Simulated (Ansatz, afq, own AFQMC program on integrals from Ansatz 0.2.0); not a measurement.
AFQMC on a folder of integrals that Ansatz 0.2.0 wrote.

```yaml
crystal:
  periodic: [false, false, false]
  atoms:
    - {symbol: C, position_ang: [0.000000, -0.004091, 0.710222]}
    - {symbol: C, position_ang: [0.000000, 0.000999, -0.768865]}
    - {symbol: H, position_ang: [0.000000, -1.016651, 1.116544]}
    - {symbol: H, position_ang: [0.875198, 0.517639, 1.119672]}
    - {symbol: H, position_ang: [-0.875198, 0.517639, 1.119672]}
    - {symbol: H, position_ang: [0.000000, -0.917039, -1.340737]}
    - {symbol: H, position_ang: [0.000000, 0.935259, -1.316351]}
basis:
  gaussian: {orbitals: 6-31G}
magnetization: {spin_polarized: true, initial_magnetization: 1}
correlation: {method: ccsd_t, electrons: outside_noble_gas, hamiltonian_folder: ham}
```

```sh
$ ansatz run in.yaml --threads 1 --pin off --events-out ev --progress --plain --max-ram 1843MiB
```

Options of the walk:

```
--method free --trial cisd --walkers 60 --time-step 0.03 --max-blocks 80 --target-error 0.00043 --factor-cut 1e-05 --seed 9706 --times 0,0.21,0.42,0.81,1.2,1.8,2.4,3 --taylor-order 8
```

Times are imaginary, in 1/Eh. The walk had a cap of 542 s.

Output of the walk:

```
orbitals 26  electrons 7 6  factors 193 of 414
reference energy -78.56812519 Eh
CCSD correlation -0.19449920 Eh in 10 cycles, weight of the determinant in the CISD state 0.9140
repeat  energy at the last time / Eh  error
    10  -78.765396  0.000840
    20  -78.765742  0.000515
    30  -78.766298  0.000452
    40  -78.766792  0.000443
    50  -78.766798  0.000428
time / (1/Eh)  energy / Eh  error  mean overlap
  0.00  -78.762455  0.000168  1.0941
  0.21  -78.764440  0.000180  1.0976
  0.42  -78.765584  0.000176  1.0930
  0.81  -78.766158  0.000214  1.0875
  1.20  -78.765795  0.000204  1.1182
  1.80  -78.766215  0.000279  1.1133
  2.40  -78.766465  0.000305  1.1058
  3.00  -78.766699  0.000426  1.1112
energy -78.766699 +/- 0.000426 Eh
```

The run passed its tests (error under three times the target), which doesn't prove that it has relaxed.

Against this walk (error 11.6 meV) on the same determinant: CCSD(T) 19.7 meV higher (within the noise), CCSDT(Q) 2.3 meV higher (within the noise). The error is statistical, and a free projection of finite length keeps a remainder of its start. The last points still move (meV from the last: 15 ± 6 at 0.81, 25 ± 6 at 1.20, 13 ± 8 at 1.80, 6 ± 8 at 2.40, 0 ± 12 at 3.00), but the last one has reached CCSDT(Q) within the noise or passed it, so little can be left to fall.

Cautions: remainder of the start not in the error.

The walk took 53 s on 1 thread of Intel(R) Xeon(R) 6975P-C (Granite Rapids) (shared host). The log's last line is the free-projection energy.

CCSDT and higher add their correlation energy to the determinant of the CCSD(T) run, since their own runs factorise the integrals more tightly (a shift of under 2 meV). A walk keeps the symmetry of its determinant, which the program's search chose and which needn't be the lowest solution, so a lower state of the same spin and another symmetry isn't excluded.
